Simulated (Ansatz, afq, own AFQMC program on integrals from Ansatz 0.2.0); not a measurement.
Two steps: Ansatz 0.2.0 writes the Fock matrix and Cholesky factors of the valence space, and afq projects on them the lowest state that overlaps trial and start.

```yaml
crystal:
  periodic: [false, false, false]
  atoms:
    - {symbol: O, position_ang: [0.000000, 0.000000, 0.000000]}
    - {symbol: O, position_ang: [0.000000, 0.000000, 1.192971]}
basis:
  gaussian: {orbitals: 6-31G}
magnetization: {spin_polarized: false}
correlation: {method: ccsd_t, electrons: outside_noble_gas, hamiltonian_folder: ham}
```

```sh
$ ansatz run in.yaml --threads 1 --pin off --events-out ev --progress --plain --max-ram 24576MiB --backend cuda --devices 0, --max-vram 18GiB
```

afq runs on the folder ham with

```
--method phaseless --trial hf --walkers 4000 --populations 20 --least-time 40 --time-step 0.005 --steps-per-block 20 --equilibration-blocks 112 --max-blocks 4000 --target-error 0.001050 --factor-cut 1e-05 --seed 8740 --taylor-order 6
```

Times are imaginary, in 1/Eh. The walk had a cap of 49 s. With eight or more populations the least sampling time is a fifth of least-time, and the error comes from their spread.

afq prints:

```
orbitals 16  electrons 6 6  factors 90 of 155
reference energy -149.46172053 Eh
CCSD correlation -0.26065343 Eh in 12 cycles, weight of the determinant in the CISD state 0.8887
energy of the start -149.461721 Eh
 block  time / (1/Eh)  mean weight  energy / Eh
     1     0.100  1.0014  -149.530996
     2     0.200  1.0022  -149.578516
     3     0.300  1.0018  -149.616657
     4     0.400  1.0019  -149.643431
     5     0.500  1.0016  -149.664317
     7     0.700  1.0014  -149.686207
     9     0.900  1.0009  -149.707493
    15     1.500  1.0001  -149.712051
    29     2.900  0.9996  -149.724945
    43     4.300  1.0003  -149.727635
    57     5.700  1.0002  -149.731420
    71     7.100  1.0000  -149.723786
    85     8.500  0.9998  -149.725622
    99     9.900  0.9995  -149.714207
   113    11.300  1.0000  -149.731268
   127    12.700  1.0002  -149.726893
   141    14.100  0.9994  -149.718270
   155    15.500  0.9999  -149.736965
   169    16.900  0.9997  -149.727826
   183    18.300  1.0004  -149.725269
   197    19.700  1.0000  -149.726635
   211    21.100  0.9997  -149.720875
   225    22.500  1.0001  -149.734794
   239    23.900  1.0001  -149.717236
   253    25.300  0.9998  -149.722475
   267    26.700  0.9999  -149.735634
   281    28.100  1.0002  -149.730296
   288    28.800  0.9999  -149.736402
error from the spread of 20 populations
energy -149.727895 +/- 0.001024 Eh
(rows thinned)
```

The run passed its tests (sampling time, drift between the halves within three errors, error under three times the target), which doesn't prove that it has relaxed.

Against this walk (error 27.9 meV) on the same determinant: CCSD(T) 92.1 meV lower, CCSDT(Q) 390.7 meV lower, CCSDTQ 345.0 meV lower, full CI 356.8 meV lower. The error is statistical and leaves out the bias of the constraint. Full CI is exact here, so the walk's 357 meV above it is the walk's own error: the bias of the constraint with this trial. The determinant is a poor start (see the cautions), so the low cluster orders aren't to be relied on, and full CI is the sure value.

Cautions: constraint bias not in the error; higher spins were not checked; restricted determinant unstable towards unrestricted (UHF 1.47 eV lower, ⟨S²⟩ 1.01); (Q) is large, 166 meV, so the cluster series hasn't closed; the CCSDT(Q) amplitudes may be one of several solutions (largest double 0.74); the CCSDTQ amplitudes may be one of several solutions (largest double 0.97); the determinant fills πx and πy unequally, so it mixes two states of the linear molecule, and each level undoes that mixture to a different degree, while full CI gives the lower state, and by Hund's rule a triplet of that filling probably lies lower still; CCSDTQ on the UHF determinant differs (1.16 eV lower), perhaps since the unrestricted series falls towards higher spin.

The walk took 22 s on 1 × NVIDIA H100 80GB HBM3 with 2 threads of AMD EPYC 7R13 Processor (Zen 3) (shared host) (the card was shared). The log's last line is the phaseless energy.

CCSDT and higher add their correlation energy to the determinant of the CCSD(T) run, since their own runs factorise the integrals more tightly (a shift of under 2 meV).
